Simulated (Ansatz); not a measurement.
Relaxed structures of C2H5O, doublet (PBE0-D4/def2-TZVP; forces vanish, vibrations not checked; lower isomers may exist, and structures with a doubtful reference or unclear bonds are left out; Å). Ansatz 0.2.0; basis: def2-TZVPP; cores frozen in the correlated methods; orbitals are unrestricted.

Q: Rank them by CCSD(T) energy, lowest first, and give each one's height above the lowest. Links in brackets join atoms within 1.22 times the sum of their covalent radii (1.1 for two metals). (An estimate is asked for; the value comes from the calculation.)
A.
a complex of C₂H₃ ([C][CH3]) + H₂O
```
8
angstrom
C 0.8061 0.4499 0.1663
C 0.3683 -0.8807 0.5898
O -0.8712 1.0129 -0.9020
H -0.2859 1.2233 -1.6385
H -0.8868 1.8225 -0.3789
H -0.5020 -0.8931 1.2605
H 0.2074 -1.5995 -0.2256
H 1.2361 -1.2331 1.1714
```
B.
C₂H₅O ([CH3][CH][OH])
```
8
angstrom
C -0.3452 0.6084 -0.1865
C 0.3900 -0.5180 0.4284
O 1.6787 -0.3302 0.8317
H -1.3265 0.2806 -0.5334
H 0.1909 1.0125 -1.0547
H -0.5024 1.4452 0.5136
H 2.0704 0.3799 0.3144
H -0.1155 -1.2619 1.0315
```
C.
C₂H₅O ([CH2][CH2][OH])
```
8
angstrom
C -0.4174 0.3961 -0.4316
C 0.4218 -0.6255 0.2162
O 1.7213 -0.1078 0.4133
H -1.4893 0.2636 -0.4889
H 0.0497 1.2208 -0.9525
H 2.2845 -0.8139 0.7375
H 0.4599 -1.5363 -0.4117
H -0.0334 -0.9358 1.1718
```
D.
C₂H₅O ([CH3][CH2][O])
```
8
angstrom
C -0.4488 0.5941 -0.2645
C 0.3928 -0.5606 0.2398
O 1.6765 -0.2634 0.5600
H -1.4647 0.2633 -0.4952
H -0.0109 1.0185 -1.1700
H -0.5058 1.3822 0.4887
H 0.4222 -1.3947 -0.4890
H -0.0613 -1.0393 1.1301
```

A: Computed: B (0.00 kcal/mol), C (8.02 kcal/mol), D (9.82 kcal/mol), A (74.35 kcal/mol). Heights count from the lowest.

The T1 diagnostic stays at or below 0.019. ⟨S²⟩ of the unrestricted Hartree–Fock references: 0.76 to 0.78 (a pure state has 0.75).

For scale, one of the runs: CCSD(T)/def2-TZVPP, 163 basis functions, launched by `ansatz run in.yaml --threads 2 --pin off --events-out ev --progress --plain --max-ram 4352MiB`. Time: 110 s of wall clock on 2 CPU threads of an Arm Neoverse V1; the host was shared. Peak host memory: 3.2 GiB.
